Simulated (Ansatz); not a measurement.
# C3H6N: the cost of one run

Program: Ansatz 0.2.0. Level of theory: the levels named in each step. These are calculated values, not measurements.

### Step 1. Starting point

Bond lengths: C1–N2 1.140 Å, C3–C4 1.480 Å, C1–H5 1.098 Å, C3–H6 1.083 Å, C3–H7 1.074 Å, C4–H8 1.098 Å, C4–H9 1.095 Å, C4–H10 1.085 Å. Angles: N2–C1–H5 179.8°, C3–C4–H8 110.6°, C3–C4–H9 111.2°, C3–C4–H10 111.5°, H8–C4–H9 107.5°, H8–C4–H10 106.6°, H9–C4–H10 109.2°, C4–C3–H6 118.1°, C4–C3–H7 118.3°, H6–C3–H7 116.3°.

Structure file:

```xyz
10

C    -0.2765   -1.3508   -0.1075
N    -0.4915   -2.3868   -0.5310
C     0.2559    1.2843    0.9187
C     0.4373    2.0919   -0.3084
H    -0.0706   -0.3515    0.2983
H    -0.6679    1.3983    1.4716
H     1.1260    1.0321    1.4947
H     0.6599    3.1367   -0.0547
H    -0.4685    2.0880   -0.9231
H     1.2720    1.7327   -0.9008
```

### Step 2. A rough first relaxation, PBE-D4/def2-SVP

This run stands in another session on the same molecule. It ended at:

```xyz
10

C    -0.3248   -1.5809   -0.1729
N    -0.5310   -2.6209   -0.6629
C     0.2925    1.4785    1.0118
C     0.4527    2.1713   -0.2929
H    -0.1305   -0.5993    0.2857
H    -0.6631    1.5271    1.5594
H     1.1753    1.1470    1.5828
H     0.6809    3.2582   -0.1525
H    -0.4692    2.1329   -0.9098
H     1.2934    1.7610   -0.8907
```

### Step 3. Relaxation, r2SCAN-D4/def2-TZVPP

Input file input.yaml:

```yaml
crystal:
  periodic: [false, false, false]
  atoms:
    - { symbol: C, position_ang: [-0.32478495, -1.58087995, -0.17289988] }
    - { symbol: "N", position_ang: [-0.53103492, -2.62092855, -0.66292638] }
    - { symbol: C, position_ang: [0.29245225, 1.47852546, 1.01183255] }
    - { symbol: C, position_ang: [0.45271468, 2.17128971, -0.29293564] }
    - { symbol: H, position_ang: [-0.13045643, -0.59933673, 0.28567547] }
    - { symbol: H, position_ang: [-0.66314763, 1.52714461, 1.5593777] }
    - { symbol: H, position_ang: [1.17531772, 1.14695124, 1.58284647] }
    - { symbol: H, position_ang: [0.68091172, 3.25820475, -0.15249786] }
    - { symbol: H, position_ang: [-0.46923822, 2.1328567, -0.90984404] }
    - { symbol: H, position_ang: [1.2933558, 1.76097277, -0.89065839] }
magnetization:
  spin_polarized: true
  initial_magnetization: 1
basis:
  gaussian: { orbitals: def2-TZVPP }
hamiltonian:
  xc: r2scan
  dispersion: d4
relax:
  f_tol: 0.002
  max_steps: 150
```

Launch:

```console
$ ansatz run input.yaml --threads 4 --pin off --max-ram 10240MiB --backend cpu --events-out ev --progress --plain --runs-dir out
```

What time and memory should one allow on 4 threads of AMD EPYC (Zen 3), shared host?

About 3.6 min, with a peak of 0.5 GiB.
